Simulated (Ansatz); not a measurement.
A nudged elastic band was laid between two geometries of C₂H₆N₂ (10 atoms, charge 0, multiplicity 1).

Level of theory: RKS PBE-D4/STO-3G (Ansatz 0.2.0).

```yaml
movable_images: 7
climbing_image: yes
spring: 5.0 eV/Å²
optimiser: quadratic models (default)
start_path: IDPP
force_threshold: 0.05 eV/Å
iteration_limit: 60
end_points: relaxed
```

First end point:

```xyz
10
Properties=species:S:1:pos:R:3
C -1.258 0.315 -0.406
C 0.000 -0.003 -0.002
N 0.822 -1.059 -0.600
N 0.716 0.664 1.089
H -1.796 -0.307 -1.131
H -1.771 1.203 -0.018
H 1.242 -1.621 0.201
H 0.161 -1.731 -1.091
H 1.700 0.870 0.739
H 0.266 1.617 1.223
```

Last end point:

```xyz
10
Properties=species:S:1:pos:R:3
C -1.348 0.169 -0.138
C -0.029 -0.054 0.111
N 0.633 -1.340 -0.130
N 0.815 0.867 0.879
H -1.973 -0.598 -0.610
H -1.832 1.105 0.167
H 0.088 -1.830 -0.899
H 1.591 -1.148 -0.554
H 1.757 0.945 0.388
H 0.381 1.832 0.789
```

Problem. What changes between the two ends?

Solution. No bond is made or broken. The dihedral C1–C2–N3–H8 goes from -22 to 139°.

Problem. Give the energies along the band, and the barrier.

Solution. The forces met the threshold. The highest image is number 4 of 0 to 8, 27.3 kJ/mol above the first end and 17.4 kJ/mol above the last; the last end lies 9.9 kJ/mol above the first. A vibrational analysis at the climbing image gives one clearly imaginary mode, 301i cm⁻¹: a first-order saddle point. Limits of this set-up: minimal basis.

| image | path coordinate (Å) | energy (kJ/mol) | dihedral C1–C2–N3–H8 (°) |
| --- | --- | --- | --- |
| 0 | 0.00 | 0.0 | -22 |
| 1 | 0.43 | 3.8 | -4 |
| 2 | 0.85 | 13.5 | 15 |
| 3 | 1.28 | 23.3 | 35 |
| 4 | 1.71 | 27.3 | 57 |
| 5 | 2.14 | 23.8 | 79 |
| 6 | 2.57 | 16.6 | 101 |
| 7 | 2.99 | 11.3 | 122 |
| 8 | 3.42 | 9.9 | 139 |

Problem. What is the geometry of the highest image?

Solution. 
```xyz
10
Properties=species:S:1:pos:R:3
C -1.313 0.034 0.022
C 0.042 0.027 0.091
N 0.942 -1.107 -0.346
N 0.839 1.069 0.709
H -1.866 -0.827 -0.375
H -1.905 0.893 0.369
H 0.492 -1.973 0.098
H 0.668 -1.257 -1.373
H 1.791 1.071 0.245
H 0.394 2.019 0.563
```

Problem. What are the harmonic wavenumbers there?

Solution. 301i, 318, 420, 438, 508, 695, 724, 800, 861, 1009, 1030, 1212, 1321, 1434, 1523, 1714, 1755, 1830, 3339, 3361, 3470, 3493, 3535, 3677 cm⁻¹.

The run took 52 s on 1 thread of Arm Neoverse V2 (shared host), peak memory 0.18 GiB.
